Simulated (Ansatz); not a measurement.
CH₂, singlet: the ladder up to full CI

Geometry: displaced at random from a stationary point.

```xyz
3

C    -0.0033   -0.1030    0.0047
H    -0.0042    0.5840   -0.8686
H     0.0438    0.6434    0.8130
```

Basis cc-pVDZ; Ansatz 0.2.0. Correlated methods freeze the noble-gas cores, which leaves 6 electrons in 23 orbitals. Prefix R: restricted or restricted open-shell reference; prefix U: unrestricted. Active spaces: valence = (6e, 6o) chosen from the atoms' valence shells.

Full CI is exact within this basis and frozen core; it isn't the basis-set limit. The frozen core follows each run's orbitals, which can shift R against U totals by a few meV.

- UHF ⟨S²⟩: 0.692
- T1 diagnostic (RCCSD): 0.0087
- largest doubles amplitude (RCCSD): 0.136

| level | E − E(full CI) (kJ/mol) | share of correlation (%) | wall time |
| --- | --- | --- | --- |
| RHF | 372.9 | 0.00 | – |
| RMP2 | 83.3 | 77.66 | – |
| CISD | 23.8 | 93.61 | 0.33 s |
| RCCSD | 9.9 | 97.35 | – |
| RCCSD(T) | 2.3 | 99.38 | 1.2 s |
| BCCD(T) | 2.3 | 99.38 | 0.18 s |
| RCCSDT | 0.5 | 99.87 | – |
| RCCSDT(Q) | 0.1 | 99.98 | 0.57 s |
| RCCSDTQ | 0.0 | 100.00 | 4 s |
| CASSCF (valence space) | 216.5 | 41.95 | – |
| NEVPT2 (valence space) | 55.0 | 85.25 | 0.24 s |
| MRCISD (valence space) | 7.0 | 98.13 | – |
| MRCISD+Q (valence space) | 0.1 | 99.97 | 0.54 s |

The correlation energy at full CI, counted from RHF, is -3.865 eV. That run took 4.3 s on 1 thread of Arm Neoverse V1, shared host over 1,573,121 determinants.

Run but not shown, since their state, orbitals or frozen core can't be matched to the reference's or they repeat it: UHF, UMP2, UCCSD, UCCSD(T), UCCSDT, UCCSDT(Q).

Times hold each run's SCF and search for its determinant on a shared host, so for small cases they say little of a method's own cost; they ran on 1 thread of Arm Neoverse V1.

The full-CI state has the irrep A' of Cs, in the program's axes.

Natural occupations of full CI about the gap: 1.966 1.956 1.892 0.085 0.029 0.022 0.012 0.008 0.007 0.006; effectively unpaired electrons, Σ n²(2−n)², 0.09.
